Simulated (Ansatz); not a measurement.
Two shapes of singlet SiH4.

Shape 1:

```xyz
5

Si    0.0000    0.0000    0.0000
H     0.8619    0.8619    0.8619
H     0.8619   -0.8619   -0.8619
H    -0.8619    0.8619   -0.8619
H    -0.8619   -0.8619    0.8619
```

Shape 2:

```xyz
5

Si    0.0000    0.0000    0.0000
H     0.7929    0.7929    0.7929
H     0.7929   -0.7929   -0.7929
H    -0.7929    0.7929   -0.7929
H    -0.7929   -0.7929    0.7929
```

Basis set: 6-31G* (spherical functions). Correlated methods keep 5 orbitals frozen. Charge 0, multiplicity 1.

Computed with Ansatz (development build ahead of 0.2.0); each method stands on the lowest determinant of its kind that the runs found.

Q: Which shape is lower in energy, and by how much in each method?

A:

```
 method  E(2) − E(1) (eV)
    RHF             0.496
RHF-MP2             0.562
```

Shape 1 is lower.
